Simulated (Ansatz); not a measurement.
Predict the output of the script below (Ansatz's Python interface).

`c5h9o_disp.py`:
```python
# -*- coding: utf-8 -*-
"""Size of D3 and D4 in C5H9O(+)."""

import ansatz as az

BASIS = "def2-SVP"
NET_CHARGE = 1

geometry = (
    az.Crystal.molecule()
    .atom("C", (2.2529, -0.761, -1.0092))
    .atom("C", (0.9171, -0.8062, -1.0754))
    .atom("C", (-0.0095, -0.0701, -0.2517))
    .atom("C", (0.3956, 0.9789, 0.7313))
    .atom("O", (-1.3245, -0.4355, -0.4451))
    .atom("C", (-2.2611, -0.0018, 0.5332))
    .atom("H", (2.7886, -0.142, -0.299))
    .atom("H", (2.8515, -1.3688, -1.6809))
    .atom("H", (0.4599, -1.4694, -1.8089))
    .atom("H", (-0.3325, 1.7936, 0.777))
    .atom("H", (1.3493, 1.4445, 0.4651))
    .atom("H", (0.4962, 0.5439, 1.7304))
    .atom("H", (-2.4285, 1.0769, 0.4602))
    .atom("H", (-3.2133, -0.5013, 0.3307))
    .atom("H", (-1.9417, -0.2817, 1.5424))
)

calc = geometry.calculation().basis(gaussian=BASIS).charge(NET_CHARGE)
for name in ["pbe0", "revpbe"]:
    for correction in ("d3bj", "d4"):
        report = calc.functional(name, dispersion=correction).run(threads=1).report
        print(f"{name:8s} {correction:5s} total {report['free_energy_ev']:.5f} eV, of which dispersion {1000 * report['dispersion']['energy']['ev']:.2f} meV")
```

Running `python c5h9o_disp.py` prints:
```text
pbe0     d3bj  total -7356.63268 eV, of which dispersion -259.90 meV
pbe0     d4    total -7356.58801 eV, of which dispersion -215.22 meV
revpbe   d3bj  total -7363.90093 eV, of which dispersion -782.69 meV
revpbe   d4    total -7363.99026 eV, of which dispersion -872.02 meV
```

Total energies depend on the basis set; only differences at equal settings carry meaning. The geometry is a force-field or estimated start, not a minimum of this method, and the basis set is short of its limit. D4 holds the three-body term, and d3bj doesn't. Run time: 19 s on 1 thread of Arm Neoverse V2 (shared host), peak memory 0.3 GiB.
